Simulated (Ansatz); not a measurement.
# CH4BN: ladder of basis sets

How does the energy of CH4BN converge with the basis? The task is a ladder of basis sets, for CH4BN. SMILES: BC=N.

All numbers are computed with Ansatz 0.2.0, driven from Python. The levels of theory stand in the script.

### Step 1. Starting point

Bond lengths: B1–C2 1.506 Å, C2–N3 1.265 Å, B1–H4 1.142 Å, B1–H5 1.236 Å, C2–H6 1.101 Å, N3–H7 1.088 Å. Angles: B1–C2–N3 117.4°, B1–C2–H6 120.6°, N3–C2–H6 122.0°, C2–B1–H4 122.9°, C2–B1–H5 120.2°, H4–B1–H5 116.8°, C2–N3–H7 119.1°.

The script holds or builds the structure itself.

### Step 2. The script

ch4bn.py reads:

```python
'''Basis-set convergence for CH4BN.'''

import ansatz

geometry_ang = [
    ('B', (-0.86, 0.3047, -0.6015)),
    ('C', (0.3214, 0.0944, 0.3091)),
    ('N', (0.8489, -1.0556, 0.3222)),
    ('H', (-1.2612, -0.5084, -1.295)),
    ('H', (-1.4175, 1.4071, -0.6533)),
    ('H', (0.7069, 0.9201, 0.9265)),
    ('H', (1.7228, -1.2302, 0.9462)),
]
molecule = ansatz.Crystal.molecule()
for symbol, xyz in geometry_ang:
    molecule = molecule.atom(symbol, xyz)

base = molecule.calculation().functional('hf')

energies = {}
for basis in ['cc-pVDZ', 'cc-pVTZ']:
    report = base.basis(gaussian=basis).run().report
    size = report['n_frozen'] + report['n_occupied'][0] + report['n_virtual'][0]
    energies[basis] = (report['reference_energy_ev'] / 27.211386246, report['free_energy_ev'] / 27.211386246)
    print(f'{basis:14s} {size:4d} orbitals  reference {energies[basis][0]:14.6f} Ha  total {energies[basis][1]:14.6f} Ha')

last = energies['cc-pVTZ'][1]
for basis, (_, total) in energies.items():
    print(f'{basis:14s} lies {27.211386 * (total - last):9.4f} eV above cc-pVTZ')
```

### Step 3. What the engine is handed

The package turns the script's settings into the engine's input (first run):

```yaml
crystal:
  periodic: [false, false, false]
  atoms:
    - { symbol: B, position_ang: [-0.86, 0.3047, -0.6015] }
    - { symbol: C, position_ang: [0.3214, 0.0944, 0.3091] }
    - { symbol: "N", position_ang: [0.8489, -1.0556, 0.3222] }
    - { symbol: H, position_ang: [-1.2612, -0.5084, -1.295] }
    - { symbol: H, position_ang: [-1.4175, 1.4071, -0.6533] }
    - { symbol: H, position_ang: [0.7069, 0.9201, 0.9265] }
    - { symbol: H, position_ang: [1.7228, -1.2302, 0.9462] }
basis:
  gaussian:
    orbitals: cc-pVDZ
hamiltonian:
  xc: hf
```

### Step 4. The run

On the command line:

```
python ch4bn.py
```

The program printed:

```text
cc-pVDZ          62 orbitals  reference    -119.276610 Ha  total    -119.276610 Ha
cc-pVTZ         146 orbitals  reference    -119.309947 Ha  total    -119.309947 Ha
cc-pVDZ        lies    0.9071 eV above cc-pVTZ
cc-pVTZ        lies    0.0000 eV above cc-pVTZ
```

It took 3.1 s on 1 thread of Intel Xeon Platinum 8259CL at 2.50GHz (Skylake/Cascade Lake), shared host; peak memory 0.27 GiB.

### Step 5. What changed from run to run

The engine's inputs for the other runs:

Run 2, against run 1:

```diff
@@ -13 +13 @@
-    orbitals: cc-pVDZ
+    orbitals: cc-pVTZ
```

### Step 6. Run by run

The 2 runs, in the order started:

```
run    basis  energy (eV)  SCF cycles  CPU time (s)
  1  cc-pVDZ   -3245.6819          11          0.59
  2  cc-pVTZ   -3246.5890          14           1.8
```

### Step 7. Results

| quantity | value |
| --- | --- |
| runs compared | 2 |

Against cc-pVDZ: cc-pVTZ -33.3 mHa. The last step alone is -33.34 mHa. From the first set to the last the time grows from 0.6 to 1.8 s. The drop along the ladder measures the basis error, and is no property of the molecule. The geometry is a force-field or estimated start, not a minimum of this method, and the last set is no limit. Much of the fall in a total is atomic energy, which cancels in bond and reaction energies.
